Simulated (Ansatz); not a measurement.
We consider 2H WS2, described by PBEsol (Ansatz, an electronic-structure program, PAW).

Numerical settings: plane-wave cutoff 520 eV, 12×12×4 k mesh (along the axes of the cell as run), perturbation theory, force constants from a 6×6×2 q mesh, no spin polarisation, scalar-relativistic PAW data made under PBE.

Computed at the level's own relaxed cell. Harmonic vibrational thermodynamics at fixed volume:

```
T (K)  S_vib (J/K per mol of atoms)  C_V (J/K per mol of atoms)  F_vib (eV/atom)
-----  ----------------------------  --------------------------  ---------------
0                              0.00                        0.00           0.0522
200                           14.94                       17.56           0.0393
400                           29.15                       22.66          -0.0075
500                           34.30                       23.44          -0.0404
600                           38.62                       23.88          -0.0783
800                           45.56                       24.34          -0.1659
1000                          51.02                       24.55          -0.2662
```

The crystal is taken as a harmonic solid at every temperature: melting, phase changes and thermal expansion are not seen.

Note: the cell comes from a level without a dispersion term, which matters for the spacing of layers, chains or molecules; the cell has widely spaced layers and the level no dispersion term, so their spacing and the moduli can rest on weak binding.
